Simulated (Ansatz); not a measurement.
CH₃NO, SMILES NC=O, an active-space calculation

With Ansatz 0.2.0 through its Python package.

Notebook, run cell by cell (the value of a cell's last expression is shown):

In [1]:
```python
import ansatz
from ase import Atoms

params = {
    "basis_set": "cc-pVDZ",
}
```

In [2]:
```python
atoms = Atoms(["N", "C", "O", "H", "H", "H"], positions=[
    (0.1745, -0.6408, -0.3297),
    (-0.1241, 0.5618, 0.3199),
    (-1.2652, 0.8977, 0.686),
    (-0.5796, -1.2023, -0.5312),
    (1.0517, -0.8687, -0.6688),
    (0.7849, 1.1882, 0.4777),
])
molecule = ansatz.Crystal.molecule_from_ase(atoms)
```

In [3]:
```python
job = (
    molecule.calculation()
    .basis(gaussian=params["basis_set"])
    .correlation(active_electrons=6, active_orbitals=7)
)
for method in ["sc_nevpt2"]:
    report = (job if method is None else job.correlation(method)).run(threads=1, backend="cpu").report
    space = report["configurations"]
    state = space["states"][0]
    print(method or "casscf", f"total {report['free_energy_ev'] / 27.211386246:.6f} Ha, active-space state {state['energy']['hartree']:.6f} Ha, mean field {report['reference_energy_ev'] / 27.211386246:.6f} Ha")
    print("  determinants", state["n_determinants"], " natural occupations", [round(n, 3) for n in space["natural_occupations"]])
print("effectively unpaired electrons, sum of min(n, 2 - n):", round(sum(min(n, 2 - n) for n in space["natural_occupations"]), 3))
```
```text
RunWarning: the results are in doubt because another end's mean lies 0.612 eV lower, and its corrected mean 0.015 eV higher
sc_nevpt2 total -169.403862 Ha, active-space state -169.028397 Ha, mean field -168.938536 Ha
  determinants 1225  natural occupations [1.984, 1.976, 1.945, 0.055, 0.024, 0.013, 0.003]
effectively unpaired electrons, sum of min(n, 2 - n): 0.19
```

Caveats:
- Total energies depend on the basis set; only differences at equal settings carry meaning.
- Warnings are shown shortened and without file and line.
- The geometry is a force-field or estimated start, not a minimum of this method, and the basis set is short of its limit. The active space starts as a window about the frontier orbitals and is then optimised, not chosen by chemistry.
- A lower CASSCF solution was found and passed over, so the printed active-space state isn't the lowest.
- Timing: 11 s on 1 thread of Arm Neoverse V2, on a shared host, peak memory 0.19 GiB.

(Lines on the test bed's own set-up are left out of the output.)
